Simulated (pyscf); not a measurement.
PySCF, gas phase, ωB97X-D3(BJ)/def2-SVP geometries.

**Question.** PBE/def2-TZVP puts the barrier of H₃C–Hf(Cl)(Cl)–Cl + hydrogen chloride (HCl) → methane (CH₄) + hafnium tetrachloride (Cl–Hf(Cl)(Cl)–Cl) (four-centre exchange; singlet surface; C–Hf, Cl–H broken, C–H, Cl–Hf formed) at 2.0 kcal/mol and the reaction energy at -47.8 kcal/mol, from the separated reactants. What do B3LYP-D3(BJ)/def2-TZVP, PBE0-D3(BJ)/def2-TZVP, ωB97M-D3(BJ)/def2-TZVP give on the same structures?

**Answer.** B3LYP-D3(BJ): ΔE‡ = 3.4 kcal/mol, ΔE = -48.8 kcal/mol; PBE0-D3(BJ): ΔE‡ = 1.0 kcal/mol, ΔE = -47.9 kcal/mol; ωB97M-D3(BJ): ΔE‡ = 4.5 kcal/mol, ΔE = -47.5 kcal/mol. PBE's barrier lies among them. Its reaction energy lies among theirs. On the reactant side the descent ends in an adduct with a Cl–Hf contact, 3.6 kcal/mol under the separated species and 3.6 kcal/mol under the saddle at ωB97X-D3(BJ)/def2-TZVP. What is counted as formed (Cl–Hf) is already present as a longer contact in the reactant adduct; forming that adduct is a step of its own. At ωB97X-D3(BJ)/def2-TZVP the barrier from the zero used here is 0.0 kcal/mol. This is the saddle that the search found; another between the same sides may lie lower. Elements past Kr carry the def2 core potentials, without spin-orbit coupling.
